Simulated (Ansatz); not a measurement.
Consider the formal exchange of groups at a C–F bond: `C=C(F)F` + `FCF` → `C=C(F)C(F)F` + H–F.

Isolated molecules relaxed with PBE0-D4/def2-TZVP in Ansatz; ΔE leaves out vibrations. CCSD(T)/CBS is the MP2 limit (def2-TZVPP, def2-QZVPP) plus CCSD(T) − MP2 in def2-TZVPP, frozen cores. This one scheme is used for every species. DFT in def2-TZVPP. Each species was taken in one conformer, which may not be the lowest.

`C=C(F)F`:

```xyz
6

C    -0.096    0.149    0.710
C     0.077   -0.119   -0.566
F    -0.869   -0.499   -1.394
F     1.221   -0.046   -1.206
H     0.746    0.455    1.310
H    -1.079    0.060    1.146
```

`FCF`:

Cartesian coordinates in Å:
```
F -0.715 -0.258 -1.067
C 0.012 -0.050 0.054
F 0.489 1.215 0.030
H -0.642 -0.163 0.923
H 0.856 -0.744 0.059
```

`C=C(F)C(F)F`:

Cartesian coordinates in Å:
```
C 1.299 0.278 -0.500
C 0.161 0.496 0.123
F -0.106 1.647 0.749
C -1.002 -0.442 0.229
F -0.763 -1.569 -0.472
F -1.198 -0.788 1.525
H 1.463 -0.668 -0.994
H 2.074 1.033 -0.520
H -1.929 0.013 -0.139
```

H–F:

Z-matrix (Å, degrees):
```
F
H 1 0.920
```

```json
{"level": "revPBE-D4", "ΔE (eV)": "-0.28"}
{"level": "ωB97M-V", "ΔE (eV)": "-0.29"}
{"level": "BLYP", "ΔE (eV)": "-0.14"}
{"level": "r2SCAN", "ΔE (eV)": "-0.23"}
{"level": "r2SCAN0", "ΔE (eV)": "-0.26"}
{"level": "HF/def2-SVP", "ΔE (eV)": "-0.09"}
{"level": "MP2/def2-SVP", "ΔE (eV)": "-0.26"}
{"level": "MP2/def2-TZVPP", "ΔE (eV)": "-0.41"}
```

**Question.** What does CCSD(T)/CBS give? (Best estimate.)

**Answer.** Ansatz gave: -0.42 eV. The listed levels differ from it by 0.14, 0.13, 0.28, 0.19, 0.16, 0.33, 0.16, 0.01 eV.

Largest T1 diagnostic among the species: 0.012.

The D4 term adds −0.07 eV with B3LYP and −0.04 eV with PBE0; it sums over pairs of atoms, weighted by their polarisabilities, and B3LYP, whose exchange is more repulsive, gets the larger term. Leaving LDA and LC-ωPBE aside and taking each functional with its dispersion term where it has one, the values, not all of them listed here, spread over 0.08 eV, from PBE-QIDH to B97M-V. LDA lies −0.07 eV from PBE without D4.

B3LYP here is the variant with VWN-RPA as its local correlation; programs differ in this.
